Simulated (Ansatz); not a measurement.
# P₂: basis-set convergence

The task here is to estimate one member of a computed series from the others.

The runs use Ansatz 0.2.0, Gaussian basis; one geometry, several basis sets.

The runs, in order: PBE0-D4/def2-SVP; ωB97M-V/def2-SVP; PBE0-D4/def2-QZVPP; ωB97M-V/def2-QZVPP; CCSD(T)/cc-pV(D+d)Z; CCSD(T)/cc-pV(T+d)Z; CCSD(T)/cc-pV(Q+d)Z; the functionals' def2-TZVPP values are taken from earlier runs.

## Structure used throughout

The geometry comes from an earlier relaxation with PBE0-D4 in a triple-zeta def2 set; it is a stationary point.

2 atoms, charge 0, spin multiplicity 1.

Atoms are counted from 1 here; the program's logs count them from 0.

Bond lengths: P1–P2 1.882 Å.

The first run:

The input, in.yaml:

```yaml
crystal:
  periodic: [false, false, false]
  atoms:
    - {symbol: P, position_ang: [-0.000000, 0.000000, 0.005823]}
    - {symbol: P, position_ang: [0.000000, -0.000000, 1.887577]}
basis:
  gaussian: {orbitals: def2-SVP}
hamiltonian: {xc: pbe0, dispersion: d4}
output: {orbitals: {seedname: orbitals}}
```

Run with:

```sh
$ ansatz run in.yaml --threads 2 --pin off --events-out ev --progress --plain --max-ram 22528MiB --backend cpu
```

Steps of the session up to this table: PBE0-D4 in def2-SVP; ωB97M-V in def2-SVP; PBE0-D4 in def2-QZVPP; ωB97M-V in def2-QZVPP.

One of the session's tables, all rows but one given; the rest of the session is left out.

| functional | basis | HOMO (eV) | LUMO (eV) |
| --- | --- | --- | --- |
| PBE0-D4 | def2-SVP | -8.12 | -2.43 |
| PBE0-D4 | def2-TZVPP | -8.10 | -2.53 |
| PBE0-D4 | def2-QZVPP | -8.13 | -2.58 |
| ωB97M-V | def2-SVP | -10.01 | -0.22 |
| ωB97M-V | def2-TZVPP | ? | ? |
| ωB97M-V | def2-QZVPP | -10.08 | -0.53 |

Q: Estimate the row for ωB97M-V, def2-TZVPP from the others.

**Answer.** HOMO (eV): -10.03; LUMO (eV): -0.44. In the column «HOMO (eV)» it lies between ωB97M-V, def2-QZVPP (-10.08) and ωB97M-V, def2-SVP (-10.01).
